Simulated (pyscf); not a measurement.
This saddle point was located with ωB97X-D3(BJ)/def2-SVP in PySCF.

```xyz
13

C     -1.6201     0.7293     0.9692
Al     0.0675    -0.5573     0.7089
C      0.0041    -1.3870    -1.0551
H     -2.1550    -0.2181     1.1897
H     -1.8798     1.3803     1.8204
H     -2.0807     1.1367     0.0554
H      0.3623    -1.3438     2.0615
H     -0.2150    -0.6452    -1.8416
H      0.9621    -1.8700    -1.3148
H     -0.7728    -2.1693    -1.1115
O      0.9483     1.1245     0.7396
H     -0.2291     1.2221     0.9305
H      1.4851     1.3864     1.4980
```

Surface: singlet, charge 0. Lowest wavenumbers (cm⁻¹): 1330i, 64, 97, 151, 180.

Problem. What reaction is this the transition state of?

Solution. H₃C–AlH–CH₃ + water (H₂O) ⇌ methane (CH₄) + H₃C–AlH–OH, a four-centre exchange read from left to right: Al–C, H–O broken and C–H, Al–O formed. At ωB97M-D3(BJ)/def2-TZVP it lies -3.5 kcal/mol from the left side and +33.5 kcal/mol from the right (each side as separated species at their lowest minima found). On the reactant side the descent ends in an adduct with a Al–O contact, 20.5 kcal/mol under the separated species and 16.3 kcal/mol under the saddle at ωB97X-D3(BJ)/def2-TZVP. At ωB97M-D3(BJ) the saddle lies under the separated reactants, which points to a path from their complex (located at ωB97X-D3(BJ) alone). What is counted as formed (Al–O) is already present as a longer contact in the reactant adduct; forming that adduct is a step of its own. At the saddle there is also a short Al–H contact that neither side keeps. One saddle was located; it need not be the lowest between these sides.
